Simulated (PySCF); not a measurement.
## H₂Si–N, quartet: vertical spin and charge gaps

Geometry (PBE0/def2-TZVP stationary point for this spin, not checked as a minimum):

```csv
atom,x (Å),y (Å),z (Å)
Si,0.0000,0.0000,0.5558
N,0.0000,0.0000,-1.2927
H,0.0000,1.3020,1.2391
H,0.0000,-1.3020,1.2391
```

Basis 6-31G; PySCF 2.14.0. Only valence electrons are correlated (noble-gas cores frozen). R marks a restricted (for open shells ROHF) determinant, U an unrestricted one.

Gaps are energies of the second state less the first, at fixed atoms, for a selection of the levels run; mean-field and cluster levels share one orbital occupation for each state, and full CI takes the lowest of the symmetries tried.

Doublet less quartet: -1.804 eV at RCCSDT.

Large singles or doubles amplitudes warn of static correlation in the H2Si–N doublet.

| level | gap (eV) | error (meV) |
| --- | --- | --- |
| RHF | 0.185 | 1989 |
| RMP2 | -1.786 | 18 |
| RCCSD | -1.639 | 165 |
| RCCSD(T) | -1.800 | 4 |

Wrong sign: RHF.

Removing an electron, to the triplet: 7.230 eV at RCCSDT.

```tsv
level	gap (eV)	error (meV)
RHF	7.234	4
UHF	7.271	41
RMP2	7.213	-17
UMP2	7.235	5
RCCSD	7.256	26
UCCSD	7.254	24
RCCSD(T)	7.237	7
UCCSD(T)	7.237	7
UCCSDT	7.230	0
PBE	7.613	383
r2SCAN	7.821	591
PBE0	7.764	534
B3LYP	7.649	419
wB97M-V	7.473	243
B2PLYP	7.447	217
```

Problem. PBE gives 11.157 eV for removing an electron, to the quintet. Estimate what RCCSDT gives in 6-31G.

Solution. RCCSDT in 6-31G gives 10.214 eV, so against it PBE is off by 0.943 eV, of which a good part can be the reference's own basis and frozen-core error.

```
   level  gap (eV)  error (meV)
     RHF     9.415         -799
     UHF     9.430         -784
    RMP2    10.178          -36
    UMP2    10.177          -37
   RCCSD    10.200          -14
   UCCSD    10.198          -16
RCCSD(T)    10.212           -2
UCCSD(T)    10.211           -3
  UCCSDT    10.213           -1
  r2SCAN    11.026          812
    PBE0    11.119          905
   B3LYP    11.237         1023
 wB97M-V    11.055          841
  B2PLYP    10.871          657
```

Problem. PBE gives 5.961 eV for sextet less quartet. Estimate what RCCSDT gives in 6-31G.

Solution. RCCSDT in 6-31G gives 5.533 eV, so against it PBE is off by 0.428 eV, of which a good part can be the reference's own basis and frozen-core error.

```
   level  gap (eV)  error (meV)
     RHF     4.732         -801
     UHF     4.770         -763
    RMP2     5.431         -102
    UMP2     5.443          -90
   RCCSD     5.524           -9
   UCCSD     5.522          -11
RCCSD(T)     5.532           -1
UCCSD(T)     5.531           -2
  UCCSDT     5.532           -1
  r2SCAN     5.815          282
    PBE0     5.877          344
   B3LYP     6.019          486
 wB97M-V     5.990          457
   HSE06     5.861          328
  B2PLYP     5.875          342
```

In so small a basis the reference is far from its limit while semilocal and hybrid functionals are nearer theirs (RPA and double hybrids share part of the reference's basis error), so the functionals' errors here hold much of the reference's basis and frozen-core error, which can add to them or hide them. The set has no polarisation functions, which weighs most on the reference.

Full CI isn't at hand for all of this; RCCSDT serves as the reference. It lacks quadruple excitations, which often exceed the step from CCSD(T) to CCSDT. The frozen core follows each run's orbitals, which can shift R against U totals by a few meV.
